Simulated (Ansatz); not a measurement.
Compare A (`C=NC(C)=N`) with its isomer B (`C=NC(=C)N`).

Computed with Ansatz on PBE0-D4/def2-TZVP structures; ΔE is electronic, products minus reactants. CBS: MP2 limit from def2 TZ/QZ plus the TZ coupled-cluster correction, frozen cores. Functionals use def2-TZVPP. B3LYP here is the variant with VWN-RPA as its local correlation; programs differ in this. Each species was taken in one conformer, which may not be the lowest.

(1) Which isomer does CCSD(T)/CBS put lower? Give the gap. (Estimate.)

(2) Give E(B) − E(A) in kJ/mol with ωB97M-V, B3LYP-D4, MP2/def2-TZVPP, CCSD/def2-TZVPP, r2SCAN-D4, PBE-D4, HF/def2-TZVPP. (Estimate.)

Largest T1 diagnostic: 0.013.

## Answers

(1) Ansatz gave: A, by 25.2 kJ/mol.

(2) The calculation gave: ωB97M-V 24.3, B3LYP-D4 22.7, MP2/def2-TZVPP 26.5, CCSD/def2-TZVPP 29.7, r2SCAN-D4 22.3, PBE-D4 22.1, HF/def2-TZVPP 30.7. None reverses the order clearly.
